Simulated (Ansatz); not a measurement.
## Molecular dynamics of CH4AlS, charge +1

Input file:

```yaml
crystal:
  periodic: [false, false, false]
  atoms:
    - { symbol: C, position_ang: [-1.407489, 0.132252, -0.577452] }
    - { symbol: S, position_ang: [-0.03378, -0.517163, -1.202172] }
    - { symbol: Al, position_ang: [1.540888, -0.159293, 0.598453] }
    - { symbol: H, position_ang: [-2.321779, 0.112371, -1.186981] }
    - { symbol: H, position_ang: [-1.465008, 0.587495, 0.421998] }
    - { symbol: H, position_ang: [0.73093, 0.570433, 1.746172] }
    - { symbol: H, position_ang: [2.956239, -0.726095, 0.199981] }
total_charge: 1
basis:
  gaussian: { orbitals: "6-31G*" }
hamiltonian:
  xc: pbe
md:
  timestep: 0.5
  n_steps: 166
  ensemble: nvt_nose_hoover
  temperature: 300.0
  initial_velocities: maxwell_boltzmann
  seed: 575759
  nose_hoover: { tau: 20.0, chain_length: 5 }
  masses: [{ species: H, mass: 10.0 }]
scf:
  lower_state_search: "off"
```

Command:

```bash
$ ansatz run input.yaml --threads 1 --pin off --max-ram 2048MiB --backend cpu --events-out ev --progress --plain --runs-dir out
```

It starts from a relaxed structure.

Output, in part (one step line in 3, the closing report, with atoms numbered from 0; the dipole of an ion depends on the origin):

```
md step     0: t =     0.00 fs  T =   300.0 K  F+E_penalty+E_count = -18515.36972540 eV  E_kin = 0.193890 eV  conserved = -18515.17583540 eV  (16 SCF iters)
md step     3: t =     1.50 fs  T =   289.0 K  F+E_penalty+E_count = -18515.36256831 eV  E_kin = 0.186771 eV  conserved = -18515.17580477 eV  (20 SCF iters)
md step     6: t =     3.00 fs  T =   261.8 K  F+E_penalty+E_count = -18515.34484035 eV  E_kin = 0.169186 eV  conserved = -18515.17575032 eV  (20 SCF iters)
md step     9: t =     4.50 fs  T =   229.9 K  F+E_penalty+E_count = -18515.32384981 eV  E_kin = 0.148555 eV  conserved = -18515.17569977 eV  (13 SCF iters)
md step    12: t =     6.00 fs  T =   204.1 K  F+E_penalty+E_count = -18515.30653593 eV  E_kin = 0.131911 eV  conserved = -18515.17567304 eV  (13 SCF iters)
md step    15: t =     7.50 fs  T =   190.4 K  F+E_penalty+E_count = -18515.29661122 eV  E_kin = 0.123038 eV  conserved = -18515.17567752 eV  (13 SCF iters)
md step    18: t =     9.00 fs  T =   187.9 K  F+E_penalty+E_count = -18515.29348799 eV  E_kin = 0.121434 eV  conserved = -18515.17570720 eV  (13 SCF iters)
md step    21: t =    10.50 fs  T =   190.5 K  F+E_penalty+E_count = -18515.29306313 eV  E_kin = 0.123104 eV  conserved = -18515.17574581 eV  (20 SCF iters)
md step    24: t =    12.00 fs  T =   189.9 K  F+E_penalty+E_count = -18515.28995001 eV  E_kin = 0.122723 eV  conserved = -18515.17577239 eV  (20 SCF iters)
md step    27: t =    13.50 fs  T =   180.2 K  F+E_penalty+E_count = -18515.28037185 eV  E_kin = 0.116473 eV  conserved = -18515.17576930 eV  (20 SCF iters)
md step    30: t =    15.00 fs  T =   161.6 K  F+E_penalty+E_count = -18515.26457548 eV  E_kin = 0.104453 eV  conserved = -18515.17573214 eV  (20 SCF iters)
md step    33: t =    16.50 fs  T =   141.3 K  F+E_penalty+E_count = -18515.24738820 eV  E_kin = 0.091326 eV  conserved = -18515.17567841 eV  (13 SCF iters)
md step    36: t =    18.00 fs  T =   130.3 K  F+E_penalty+E_count = -18515.23595096 eV  E_kin = 0.084244 eV  conserved = -18515.17564115 eV  (12 SCF iters)
md step    39: t =    19.50 fs  T =   137.2 K  F+E_penalty+E_count = -18515.23533464 eV  E_kin = 0.088681 eV  conserved = -18515.17564712 eV  (12 SCF iters)
md step    42: t =    21.00 fs  T =   162.1 K  F+E_penalty+E_count = -18515.24488043 eV  E_kin = 0.104782 eV  conserved = -18515.17569350 eV  (13 SCF iters)
md step    45: t =    22.50 fs  T =   196.6 K  F+E_penalty+E_count = -18515.25826113 eV  E_kin = 0.127054 eV  conserved = -18515.17574817 eV  (20 SCF iters)
md step    48: t =    24.00 fs  T =   228.4 K  F+E_penalty+E_count = -18515.26733161 eV  E_kin = 0.147637 eV  conserved = -18515.17577693 eV  (20 SCF iters)
md step    51: t =    25.50 fs  T =   248.5 K  F+E_penalty+E_count = -18515.26669734 eV  E_kin = 0.160602 eV  conserved = -18515.17576614 eV  (20 SCF iters)
md step    54: t =    27.00 fs  T =   254.6 K  F+E_penalty+E_count = -18515.25608168 eV  E_kin = 0.164567 eV  conserved = -18515.17572252 eV  (20 SCF iters)
md step    57: t =    28.50 fs  T =   252.2 K  F+E_penalty+E_count = -18515.24007666 eV  E_kin = 0.163021 eV  conserved = -18515.17566182 eV  (20 SCF iters)
md step    60: t =    30.00 fs  T =   251.9 K  F+E_penalty+E_count = -18515.22611364 eV  E_kin = 0.162776 eV  conserved = -18515.17560996 eV  (20 SCF iters)
md step    63: t =    31.50 fs  T =   263.8 K  F+E_penalty+E_count = -18515.22089672 eV  E_kin = 0.170511 eV  conserved = -18515.17559636 eV  (20 SCF iters)
md step    66: t =    33.00 fs  T =   291.0 K  F+E_penalty+E_count = -18515.22604451 eV  E_kin = 0.188058 eV  conserved = -18515.17563590 eV  (20 SCF iters)
md step    69: t =    34.50 fs  T =   324.2 K  F+E_penalty+E_count = -18515.23577432 eV  E_kin = 0.209523 eV  conserved = -18515.17570717 eV  (20 SCF iters)
md step    72: t =    36.00 fs  T =   346.3 K  F+E_penalty+E_count = -18515.23960673 eV  E_kin = 0.223789 eV  conserved = -18515.17575943 eV  (20 SCF iters)
md step    75: t =    37.50 fs  T =   343.3 K  F+E_penalty+E_count = -18515.22927953 eV  E_kin = 0.221873 eV  conserved = -18515.17575072 eV  (20 SCF iters)
md step    78: t =    39.00 fs  T =   314.9 K  F+E_penalty+E_count = -18515.20477025 eV  E_kin = 0.203547 eV  conserved = -18515.17568348 eV  (20 SCF iters)
md step    81: t =    40.50 fs  T =   274.5 K  F+E_penalty+E_count = -18515.17424741 eV  E_kin = 0.177381 eV  conserved = -18515.17560582 eV  (20 SCF iters)
md step    84: t =    42.00 fs  T =   238.4 K  F+E_penalty+E_count = -18515.14773254 eV  E_kin = 0.154046 eV  conserved = -18515.17556937 eV  (20 SCF iters)
md step    87: t =    43.50 fs  T =   215.1 K  F+E_penalty+E_count = -18515.13012244 eV  E_kin = 0.139015 eV  conserved = -18515.17558297 eV  (20 SCF iters)
md step    90: t =    45.00 fs  T =   202.7 K  F+E_penalty+E_count = -18515.11970138 eV  E_kin = 0.130979 eV  conserved = -18515.17561319 eV  (20 SCF iters)
md step    93: t =    46.50 fs  T =   194.8 K  F+E_penalty+E_count = -18515.11217258 eV  E_kin = 0.125870 eV  conserved = -18515.17562786 eV  (20 SCF iters)
md step    96: t =    48.00 fs  T =   187.5 K  F+E_penalty+E_count = -18515.10490835 eV  E_kin = 0.121152 eV  conserved = -18515.17562328 eV  (20 SCF iters)
md step    99: t =    49.50 fs  T =   180.6 K  F+E_penalty+E_count = -18515.09777475 eV  E_kin = 0.116726 eV  conserved = -18515.17561249 eV  (20 SCF iters)
md step   102: t =    51.00 fs  T =   175.8 K  F+E_penalty+E_count = -18515.09174880 eV  E_kin = 0.113613 eV  conserved = -18515.17560191 eV  (20 SCF iters)
md step   105: t =    52.50 fs  T =   175.0 K  F+E_penalty+E_count = -18515.08806102 eV  E_kin = 0.113118 eV  conserved = -18515.17558795 eV  (20 SCF iters)
md step   108: t =    54.00 fs  T =   181.2 K  F+E_penalty+E_count = -18515.08847974 eV  E_kin = 0.117124 eV  conserved = -18515.17556866 eV  (20 SCF iters)
md step   111: t =    55.50 fs  T =   198.4 K  F+E_penalty+E_count = -18515.09544605 eV  E_kin = 0.128252 eV  conserved = -18515.17555233 eV  (20 SCF iters)
md step   114: t =    57.00 fs  T =   230.2 K  F+E_penalty+E_count = -18515.11098465 eV  E_kin = 0.148780 eV  conserved = -18515.17555337 eV  (20 SCF iters)
md step   117: t =    58.50 fs  T =   276.3 K  F+E_penalty+E_count = -18515.13472740 eV  E_kin = 0.178583 eV  conserved = -18515.17558181 eV  (20 SCF iters)
md step   120: t =    60.00 fs  T =   330.5 K  F+E_penalty+E_count = -18515.16256427 eV  E_kin = 0.213586 eV  conserved = -18515.17563059 eV  (20 SCF iters)
md step   123: t =    61.50 fs  T =   381.5 K  F+E_penalty+E_count = -18515.18761511 eV  E_kin = 0.246537 eV  conserved = -18515.17567260 eV  (20 SCF iters)
md step   126: t =    63.00 fs  T =   418.8 K  F+E_penalty+E_count = -18515.20387368 eV  E_kin = 0.270683 eV  conserved = -18515.17567746 eV  (20 SCF iters)
md step   129: t =    64.50 fs  T =   439.5 K  F+E_penalty+E_count = -18515.21016456 eV  E_kin = 0.284023 eV  conserved = -18515.17564461 eV  (20 SCF iters)
md step   132: t =    66.00 fs  T =   448.4 K  F+E_penalty+E_count = -18515.21027892 eV  E_kin = 0.289770 eV  conserved = -18515.17561213 eV  (20 SCF iters)
md step   135: t =    67.50 fs  T =   451.3 K  F+E_penalty+E_count = -18515.20821023 eV  E_kin = 0.291658 eV  conserved = -18515.17561395 eV  (20 SCF iters)
md step   138: t =    69.00 fs  T =   448.3 K  F+E_penalty+E_count = -18515.20401724 eV  E_kin = 0.289715 eV  conserved = -18515.17563074 eV  (21 SCF iters)
md step   141: t =    70.50 fs  T =   437.0 K  F+E_penalty+E_count = -18515.19609754 eV  E_kin = 0.282439 eV  conserved = -18515.17562016 eV  (21 SCF iters)
md step   144: t =    72.00 fs  T =   420.3 K  F+E_penalty+E_count = -18515.18607928 eV  E_kin = 0.271645 eV  conserved = -18515.17558893 eV  (21 SCF iters)
md step   147: t =    73.50 fs  T =   404.6 K  F+E_penalty+E_count = -18515.17790862 eV  E_kin = 0.261498 eV  conserved = -18515.17558395 eV  (21 SCF iters)
md step   150: t =    75.00 fs  T =   391.2 K  F+E_penalty+E_count = -18515.17221038 eV  E_kin = 0.252827 eV  conserved = -18515.17561654 eV  (21 SCF iters)
md step   153: t =    76.50 fs  T =   374.1 K  F+E_penalty+E_count = -18515.16491623 eV  E_kin = 0.241788 eV  conserved = -18515.17564611 eV  (21 SCF iters)
md step   156: t =    78.00 fs  T =   348.0 K  F+E_penalty+E_count = -18515.15226333 eV  E_kin = 0.224928 eV  conserved = -18515.17563926 eV  (21 SCF iters)
md step   159: t =    79.50 fs  T =   314.7 K  F+E_penalty+E_count = -18515.13504480 eV  E_kin = 0.203407 eV  conserved = -18515.17560723 eV  (21 SCF iters)
md step   162: t =    81.00 fs  T =   281.1 K  F+E_penalty+E_count = -18515.11740993 eV  E_kin = 0.181694 eV  conserved = -18515.17558010 eV  (20 SCF iters)
md step   165: t =    82.50 fs  T =   253.3 K  F+E_penalty+E_count = -18515.10311850 eV  E_kin = 0.163735 eV  conserved = -18515.17557030 eV  (20 SCF iters)
md step   166: t =    83.00 fs  T =   245.9 K  F+E_penalty+E_count = -18515.09942941 eV  E_kin = 0.158927 eV  conserved = -18515.17556969 eV  (20 SCF iters)
Total energy: -18515.09946805 eV, -680.4173554656 hartree
Atom 0 at    -1.335473     0.111293    -0.474676 Å, force    -1.824501    -0.240994    -0.203505 eV/Å
Atom 1 at    -0.077594    -0.421755    -1.321007 Å, force     1.800948    -0.498332    -0.512111 eV/Å
Atom 2 at     1.499393    -0.156109     0.507872 Å, force     0.307147     0.016702     0.386756 eV/Å
Atom 3 at    -2.310210    -0.077742    -1.039284 Å, force     0.634310     0.740131     1.231801 eV/Å
Atom 4 at    -1.194429     0.522306     0.550065 Å, force    -0.685906    -0.020552    -0.392518 eV/Å
Atom 5 at     0.639388     0.674722     1.577178 Å, force     0.054786    -0.068738    -0.219872 eV/Å
Atom 6 at     2.931564    -0.864376     0.595154 Å, force    -0.286784     0.071783    -0.290551 eV/Å
Dipole moment:    -0.144251     0.103209     0.174370 e Å
```

The run went to its last step. The conserved energy stayed within 0.041 meV per atom of its start (net change 0.038 meV per atom), so the integration is sound. A run of 0.083 ps of so small a system gives no equilibrium averages.

The same pairs are bonded in the first frame and the last. Pairs count as bonded within 1.25 times the sum of covalent radii (0.12 Å more for H–H).

Last frame:

```xyz
7
Properties=species:S:1:pos:R:3
C -1.335 0.111 -0.475
S -0.078 -0.422 -1.321
Al 1.499 -0.156 0.508
H -2.310 -0.078 -1.039
H -1.194 0.522 0.550
H 0.639 0.675 1.577
H 2.932 -0.864 0.595
```

Run time: 3 min on 1 thread of Arm Neoverse V1 (shared host), peak memory 0.087 GiB.
